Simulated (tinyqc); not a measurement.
UHF in the sto-6g basis, for CH2, spin multiplicity 3, step by step. One step of it, computed by the program tinyqc.

Question. Iteration 1: diagonalisation and new density. A level shift of 0.2 hartree raises the virtual space: F + shift (S - S D(s) S), with D(s) the density of one spin. Diagonalise F' = X^T F X, C = X C', fill 5 alpha and 3 beta electrons from the bottom; D(s) = C_occ C_occ^T; the new density keeps 0.3 of the old one (damping). Each column has its largest component positive (the first on a tie).

F(alpha) (hartree), order 1C 1s, 1C 2s, 1C 2px, 1C 2py, 1C 2pz, 2H 1s, 3H 1s:
```
[[-11.997230, -3.000838, 0.000000, -0.001595, -0.012272, -0.747901, -0.682014],
 [-3.000838, -1.723497, 0.000000, -0.011147, -0.114176, -0.855132, -0.806236],
 [0.000000, 0.000000, -0.036980, 0.000000, 0.000000, 0.000000, 0.000000],
 [-0.001595, -0.011147, 0.000000, -0.253151, -0.005121, -0.366253, 0.350438],
 [-0.012272, -0.114176, 0.000000, -0.005121, -0.094049, -0.209753, -0.202487],
 [-0.747901, -0.855132, 0.000000, -0.366253, -0.209753, -0.582138, -0.271758],
 [-0.682014, -0.806236, 0.000000, 0.350438, -0.202487, -0.271758, -0.540189]]
```

F(beta) (hartree), order 1C 1s, 1C 2s, 1C 2px, 1C 2py, 1C 2pz, 2H 1s, 3H 1s:
```
[[-10.171878, -2.708268, 0.000000, -0.001103, -0.008223, -0.665885, -0.607212],
 [-2.708268, -1.248400, 0.000000, -0.008428, -0.081766, -0.609464, -0.573803],
 [0.000000, 0.000000, 0.170924, 0.000000, 0.000000, 0.000000, 0.000000],
 [-0.001103, -0.008428, 0.000000, 0.011381, -0.004059, -0.230638, 0.221096],
 [-0.008223, -0.081766, 0.000000, -0.004059, 0.128745, -0.133113, -0.128822],
 [-0.665885, -0.609464, 0.000000, -0.230638, -0.133113, -0.276396, -0.193718],
 [-0.607212, -0.573803, 0.000000, 0.221096, -0.128822, -0.193718, -0.244390]]
```

X, order 1C 1s, 1C 2s, 1C 2px, 1C 2py, 1C 2pz, 2H 1s, 3H 1s:
```
[[1.025435, -0.146913, 0.000000, -0.000604, -0.008955, 0.022639, 0.022131],
 [-0.146913, 1.254517, 0.000000, 0.012410, 0.101090, -0.326184, -0.298717],
 [0.000000, 0.000000, 1.000000, 0.000000, 0.000000, 0.000000, 0.000000],
 [-0.000604, 0.012410, 0.000000, 1.177832, 0.004692, -0.293053, 0.274564],
 [-0.008955, 0.101090, 0.000000, 0.004692, 1.044184, -0.141878, -0.132193],
 [0.022639, -0.326184, 0.000000, -0.293053, -0.141878, 1.239326, -0.032158],
 [0.022131, -0.298717, 0.000000, 0.274564, -0.132193, -0.032158, 1.211756]]
```

D(alpha) at the start, order 1C 1s, 1C 2s, 1C 2px, 1C 2py, 1C 2pz, 2H 1s, 3H 1s:
```
[[1.335677, -0.311190, 0.000000, 0.000329, 0.006190, -0.013517, -0.013072],
 [-0.311190, 1.287050, 0.000000, -0.001316, -0.025008, 0.055257, 0.054486],
 [0.000000, 0.000000, 0.411517, 0.000000, 0.000000, 0.000000, 0.000000],
 [0.000329, -0.001316, 0.000000, 0.364545, -0.000423, 0.032292, -0.033168],
 [0.006190, -0.025008, 0.000000, -0.000423, 0.399507, 0.012557, 0.012985],
 [-0.013517, 0.055257, 0.000000, 0.032292, 0.012557, 0.594396, 0.017377],
 [-0.013072, 0.054486, 0.000000, -0.033168, 0.012985, 0.017377, 0.595134]]
```

D(beta) at the start, order 1C 1s, 1C 2s, 1C 2px, 1C 2py, 1C 2pz, 2H 1s, 3H 1s:
```
[[0.801406, -0.186714, 0.000000, 0.000198, 0.003714, -0.008110, -0.007843],
 [-0.186714, 0.772230, 0.000000, -0.000790, -0.015005, 0.033154, 0.032692],
 [0.000000, 0.000000, 0.246910, 0.000000, 0.000000, 0.000000, 0.000000],
 [0.000198, -0.000790, 0.000000, 0.218727, -0.000254, 0.019375, -0.019901],
 [0.003714, -0.015005, 0.000000, -0.000254, 0.239704, 0.007534, 0.007791],
 [-0.008110, 0.033154, 0.000000, 0.019375, 0.007534, 0.356638, 0.010426],
 [-0.007843, 0.032692, 0.000000, -0.019901, 0.007791, 0.010426, 0.357080]]
```

overlap S, order 1C 1s, 1C 2s, 1C 2px, 1C 2py, 1C 2pz, 2H 1s, 3H 1s:
```
[[1.000000, 0.243228, 0.000000, 0.000000, 0.000000, 0.058894, 0.053677],
 [0.243228, 1.000000, 0.000000, 0.000000, 0.000000, 0.468510, 0.445895],
 [0.000000, 0.000000, 1.000000, 0.000000, 0.000000, 0.000000, 0.000000],
 [0.000000, 0.000000, 0.000000, 1.000000, 0.000000, 0.403060, -0.389844],
 [0.000000, 0.000000, 0.000000, 0.000000, 1.000000, 0.207345, 0.200727],
 [0.058894, 0.468510, 0.000000, 0.403060, 0.207345, 1.000000, 0.111344],
 [0.053677, 0.445895, 0.000000, -0.389844, 0.200727, 0.111344, 1.000000]]
```

Give: F' = X^T F X; orbital energies; coefficients C; F' = X^T F X; orbital energies; coefficients C; D(alpha) after iteration 1; D(beta) after iteration 1.

Answer.

F' = X^T F X (alpha) (hartree):
```
[[-11.8555, -1.4520, 0.0000, 0.0001, -0.0162, -0.1293, -0.1078],
 [-1.4520, -0.8967, 0.0000, 0.0073, 0.0629, -0.5997, -0.5598],
 [0.0000, 0.0000, 0.0807, 0.0000, 0.0000, 0.0000, 0.0000],
 [0.0001, 0.0073, 0.0000, 0.1992, 0.0021, -0.4544, 0.4336],
 [-0.0162, 0.0629, 0.0000, 0.0021, 0.1075, -0.2209, -0.2098],
 [-0.1293, -0.5997, 0.0000, -0.4544, -0.2209, -0.0093, -0.1235],
 [-0.1078, -0.5598, 0.0000, 0.4336, -0.2098, -0.1235, -0.0174]]
```

orbital energies (alpha) (hartree): [-12.0509, -1.2727, -0.4745, -0.0527, 0.0807, 0.5912, 0.7874]

coefficients C (alpha), order 1C 1s, 1C 2s, 1C 2px, 1C 2py, 1C 2pz, 2H 1s, 3H 1s:
```
[[0.9979, -0.2216, 0.0028, 0.0967, 0.0000, -0.1400, -0.0193],
 [0.0083, 0.7702, -0.0189, -0.5391, 0.0000, 0.9459, 0.1501],
 [0.0000, 0.0000, 0.0000, 0.0000, 1.0000, 0.0000, 0.0000],
 [0.0001, 0.0067, 0.5092, 0.0037, 0.0000, -0.1254, 1.1286],
 [0.0012, 0.0637, 0.0015, 0.7820, 0.0000, 0.7172, 0.0911],
 [0.0006, 0.2352, 0.4513, 0.3070, 0.0000, -0.7328, -0.9271],
 [0.0005, 0.2199, -0.4629, 0.3152, 0.0000, -0.9003, 0.6924]]
```

F' = X^T F X (beta) (hartree):
```
[[-9.9089, -1.4509, 0.0000, -0.0004, -0.0215, -0.1001, -0.0814],
 [-1.4509, -0.4083, 0.0000, 0.0075, 0.0698, -0.4745, -0.4417],
 [0.0000, 0.0000, 0.3215, 0.0000, 0.0000, 0.0000, 0.0000],
 [-0.0004, 0.0075, 0.0000, 0.4578, 0.0023, -0.3861, 0.3679],
 [-0.0215, 0.0698, 0.0000, 0.0023, 0.3528, -0.1859, -0.1762],
 [-0.1001, -0.4745, 0.0000, -0.3861, -0.1859, 0.2688, -0.0937],
 [-0.0814, -0.4417, 0.0000, 0.3679, -0.1762, -0.0937, 0.2581]]
```

orbital energies (beta) (hartree): [-10.1305, -0.6662, -0.1278, 0.2174, 0.3215, 0.7812, 0.9462]

coefficients C (beta), order 1C 1s, 1C 2s, 1C 2px, 1C 2py, 1C 2pz, 2H 1s, 3H 1s:
```
[[0.9925, -0.2291, 0.0030, 0.1069, 0.0000, -0.1568, -0.0234],
 [0.0322, 0.7311, -0.0182, -0.5434, 0.0000, 0.9711, 0.1648],
 [0.0000, 0.0000, 0.0000, 0.0000, 1.0000, 0.0000, 0.0000],
 [0.0004, 0.0069, 0.4959, 0.0044, 0.0000, -0.1400, 1.1327],
 [0.0036, 0.0631, 0.0010, 0.7904, 0.0000, 0.7070, 0.0985],
 [-0.0065, 0.2653, 0.4593, 0.2903, 0.0000, -0.7203, -0.9302],
 [-0.0061, 0.2483, -0.4738, 0.2978, 0.0000, -0.9052, 0.6766]]
```

D(alpha) after iteration 1, order 1C 1s, 1C 2s, 1C 2px, 1C 2py, 1C 2pz, 2H 1s, 3H 1s:
```
[[1.1386, -0.2435, 0.0000, 0.0004, 0.0457, -0.0184, -0.0172],
 [-0.2435, 1.0051, 0.0000, -0.0049, -0.2683, 0.0216, 0.0221],
 [0.0000, 0.0000, 0.8235, 0.0000, 0.0000, 0.0000, 0.0000],
 [0.0004, -0.0049, 0.0000, 0.2909, 0.0027, 0.1725, -0.1731],
 [0.0457, -0.2683, 0.0000, 0.0027, 0.5508, 0.1828, 0.1858],
 [-0.0184, 0.0216, 0.0000, 0.1725, 0.1828, 0.4256, -0.0371],
 [-0.0172, 0.0221, 0.0000, -0.1731, 0.1858, -0.0371, 0.4320]]
```

D(beta) after iteration 1, order 1C 1s, 1C 2s, 1C 2px, 1C 2py, 1C 2pz, 2H 1s, 3H 1s:
```
[[0.9667, -0.1509, 0.0000, 0.0003, -0.0065, -0.0485, -0.0474],
 [-0.1509, 0.6068, 0.0000, -0.0030, 0.0278, 0.1397, 0.1428],
 [0.0000, 0.0000, 0.0741, 0.0000, 0.0000, 0.0000, 0.0000],
 [0.0003, -0.0030, 0.0000, 0.2378, 0.0006, 0.1666, -0.1692],
 [-0.0065, 0.0278, 0.0000, 0.0006, 0.0747, 0.0143, 0.0130],
 [-0.0485, 0.1397, 0.0000, 0.1666, 0.0143, 0.3040, -0.1031],
 [-0.0474, 0.1428, 0.0000, -0.1692, 0.0130, -0.1031, 0.3074]]
```
